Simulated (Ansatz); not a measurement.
# C₇H₁₆: up Jacob's ladder to CCSD(T)

An exercise on one series of results from a longer session: the logs are not shown, and one member is left open.

Method: functionals in def2-TZVPP, the program's frozen cores in correlated methods; program: Ansatz 0.2.0, Gaussian basis.

Plan: PBE-D4, r2SCAN-D4, PBE0-D4, B3LYP-D4, ωB97X-V, ωB97M-V, B2PLYP; CCSD(T)/def2-TZVPP; MP2/def2-QZVPP; extrapolation to the limit.

### Structure used throughout

The geometry comes from an earlier relaxation with PBE0-D4 in a triple-zeta def2 set; it is a stationary point, not always the lowest conformer.

23 atoms, charge 0, spin multiplicity 1.

Atoms are counted from 1 here; the program's logs count them from 0.

Bond lengths: C1–C2 1.522 Å, C1–H8 1.092 Å, C1–H9 1.094 Å, C1–H10 1.093 Å, C2–C3 1.531 Å, C2–H11 1.094 Å, C2–H12 1.095 Å, C3–C4 1.538 Å, C3–H13 1.096 Å, C3–H14 1.097 Å, C4–C5 1.526 Å, C4–C6 1.527 Å, C4–C7 1.527 Å, C5–H15 1.094 Å, C5–H16 1.093 Å, C5–H17 1.094 Å, C6–H18 1.094 Å, C6–H19 1.094 Å and more. Angles: C2–C1–H8 112.0°, C2–C1–H9 110.6°, C2–C1–H10 111.3°, H8–C1–H9 107.4°, H8–C1–H10 107.7°, H9–C1–H10 107.6°, C1–C2–C3 114.2°, C1–C2–H11 108.3°, C1–C2–H12 109.6°, C3–C2–H11 109.0°, C3–C2–H12 110.1°, H11–C2–H12 105.3°, C2–C3–C4 117.2°, C2–C3–H13 109.4°, C2–C3–H14 108.7°, C4–C3–H13 106.9°, C4–C3–H14 108.4°, H13–C3–H14 105.7° and more.

The first run:

in.yaml

```yaml
crystal:
  periodic: [false, false, false]
  atoms:
    - {symbol: C, position_ang: [1.291573, 2.080341, -1.032526]}
    - {symbol: C, position_ang: [0.887054, 1.534746, 0.328986]}
    - {symbol: C, position_ang: [0.914344, 0.006817, 0.426340]}
    - {symbol: C, position_ang: [-0.412434, -0.736751, 0.199169]}
    - {symbol: C, position_ang: [-1.051890, -0.356758, -1.133091]}
    - {symbol: C, position_ang: [-1.389652, -0.431944, 1.332245]}
    - {symbol: C, position_ang: [-0.117072, -2.234495, 0.197408]}
    - {symbol: H, position_ang: [0.632892, 1.726336, -1.827811]}
    - {symbol: H, position_ang: [2.308483, 1.767797, -1.286661]}
    - {symbol: H, position_ang: [1.268927, 3.172994, -1.044870]}
    - {symbol: H, position_ang: [1.564726, 1.950978, 1.080522]}
    - {symbol: H, position_ang: [-0.106195, 1.910875, 0.595111]}
    - {symbol: H, position_ang: [1.278674, -0.288266, 1.416704]}
    - {symbol: H, position_ang: [1.652752, -0.377759, -0.288224]}
    - {symbol: H, position_ang: [-1.963414, -0.938499, -1.297591]}
    - {symbol: H, position_ang: [-1.327810, 0.700153, -1.161887]}
    - {symbol: H, position_ang: [-0.374619, -0.553767, -1.968809]}
    - {symbol: H, position_ang: [-2.324399, -0.982346, 1.193499]}
    - {symbol: H, position_ang: [-0.969656, -0.722578, 2.299529]}
    - {symbol: H, position_ang: [-1.639277, 0.630798, 1.380543]}
    - {symbol: H, position_ang: [-1.035441, -2.815689, 0.074652]}
    - {symbol: H, position_ang: [0.560301, -2.499797, -0.619353]}
    - {symbol: H, position_ang: [0.352132, -2.543195, 1.136105]}
basis:
  gaussian: {orbitals: def2-TZVPP}
hamiltonian: {xc: pbe, dispersion: d4}
output: {forces: true, orbitals: {seedname: orbitals}}
```

On the command line:

```sh
$ ansatz run in.yaml --threads 4 --pin off --events-out ev --progress --plain --max-ram 41984MiB --backend cuda --devices 0, --max-vram 37GiB
```

Steps of the session up to this table: PBE-D4 (GGA); r2SCAN-D4 (meta-GGA); PBE0-D4 (hybrid); B3LYP-D4 (hybrid); ωB97X-V (range-separated); ωB97M-V (range-separated); B2PLYP (double hybrid); CCSD(T) in def2-TZVPP; MP2 in def2-QZVPP.

One of the session's tables, all rows but one given; the rest of the session is left out.

```
            method  atomisation energy (kJ/mol)
            PBE-D4                       9281.7
         r2SCAN-D4                       9155.6
           PBE0-D4                       9200.7
          B3LYP-D4                       9146.1
           ωB97X-V                       9150.6
           ωB97M-V                       9163.9
            B2PLYP                       9051.1
     HF/def2-TZVPP                       6962.2
    MP2/def2-TZVPP                            ?
   CCSD/def2-TZVPP                       8863.1
CCSD(T)/def2-TZVPP                       8963.7
           MP2/CBS                       9209.7
       CCSD(T)/CBS                       9142.3
```

Q: Estimate the row for MP2/def2-TZVPP from the others.

As computed: atomisation energy (kJ/mol): 9031.2. In the column «atomisation energy (kJ/mol)» it lies between CCSD(T)/def2-TZVPP (8963.7) and B2PLYP (9051.1).
